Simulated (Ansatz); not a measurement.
## HSiAl: how the atomization moves with the basis

HSiAl, triplet; coordinates (Å): Si 0.000 -0.036 1.165; Al 0.000 -0.012 -1.225; H 0.000 1.318 0.315. Quantity: atomization.

Ansatz 0.2.0, basis 6-31G or cc-pVDZ; geometries are PBE0/def2-TZVP minima. Wave-function levels freeze the cores; HF, MP2 and coupled cluster are restricted for singlets and unrestricted otherwise, atoms included (their steps beyond CCSDT(Q) come from restricted open-shell runs), Kohn–Sham unrestricted where that lies lower. MRCISD+Q stands on CASSCF in the full valence space, and MRCISD+Q is size-consistent only roughly. The reference is CCSDT(Q) or full CI (coupled cluster only where its series has nearly closed). Semilocal and hybrid functionals correlate all electrons outside any core potential and usually lie nearer their basis limit than the reference, so part of their error here is the reference's basis and frozen-core error; RPA and the MP2 part of double hybrids freeze the same cores as the reference. None of these values is a measured one. Energies are electronic, without zero-point terms. No spin–orbit coupling and no scalar relativity. The species are chosen: bound, without strong static correlation by their natural occupations or amplitudes, in their lowest spin state as far as vertical gaps and like structures tell, and with a ladder that closes on the reference, so errors are smaller than for species at large; levels whose determinant breaks symmetry or spin markedly are left out.

```
    level   6-31G (kJ/mol)  cc-pVDZ (kJ/mol)
reference  389.4 (full CI)  479.3 (CCSDT(Q))
  CCSD(T)            386.7             475.9
 MRCISD+Q            388.8             473.6
      PBE            498.0             547.0
   r2SCAN            497.5             548.4
     PBE0            474.9             532.5
    B3LYP            464.2             518.4
  wB97M-V            466.8             533.7
```

From 6-31G to cc-pVDZ the reference moves by 89.9 kJ/mol and PBE by 49.0; the step from CCSD(T) to the reference is 2.8 in the first and 3.4 in the last.
